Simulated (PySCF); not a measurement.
## `InChI=1S/C4H4F2/c1-4(6)2-3-5/h3H,1H3`

Molfile (atoms numbered from 1):
```
C4H4F2
     RDKit          3D

 10  9  0  0  0  0  0  0  0  0999 V2000
   -1.5875   -0.1946   -0.2452 C   0  0  0  0  0  0  0  0  0  0  0  0
   -0.2455    0.3384   -0.5765 C   0  0  0  0  0  0  0  0  0  0  0  0
   -0.2538    1.0922   -1.6921 F   0  0  0  0  0  0  0  0  0  0  0  0
    0.8692    0.1489    0.0697 C   0  0  0  0  0  0  0  0  0  0  0  0
    1.9445   -0.0106    0.7757 C   0  0  0  0  0  0  0  0  0  0  0  0
    2.8019   -1.0233    0.5803 F   0  0  0  0  0  0  0  0  0  0  0  0
   -1.9579   -0.8074   -1.0714 H   0  0  0  0  0  0  0  0  0  0  0  0
   -2.2904    0.6304   -0.1014 H   0  0  0  0  0  0  0  0  0  0  0  0
   -1.5479   -0.7972    0.6599 H   0  0  0  0  0  0  0  0  0  0  0  0
    2.2668    0.6431    1.5795 H   0  0  0  0  0  0  0  0  0  0  0  0
  1  2  1  0
  2  3  1  0
  2  4  2  0
  4  5  2  0
  5  6  1  0
  1  7  1  0
  1  8  1  0
  1  9  1  0
  5 10  1  0
M  END
```

Computed with quadratic response CAM-B3LYP/def2-TZVPD first hyperpolarisability, Taylor convention, gas phase (PySCF 2.14.0). Geometry: PBE0-D3(BJ)/def2-TZVP.

Question: Give the tensor of the static β(0;0,0) in the axes of these coordinates.

Answer: In au, Taylor convention; rows are the first index (the induced dipole):
|  | xx | yy | zz | xy | xz | yz |
| --- | --- | --- | --- | --- | --- | --- |
| x | +5.7 | +7.2 | -10.2 | -26.3 | -15.6 | +0.3 |
| y | -26.3 | -4.7 | +10.3 | +7.2 | +0.3 | -8.6 |
| z | -15.6 | -8.6 | -55.1 | +0.3 | -10.2 | +10.3 |

Norm of βᵢ = ⅓ Σⱼ (βᵢⱼⱼ + βⱼᵢⱼ + βⱼⱼᵢ): 82.0 au, hyper-Rayleigh value 34.2 au.
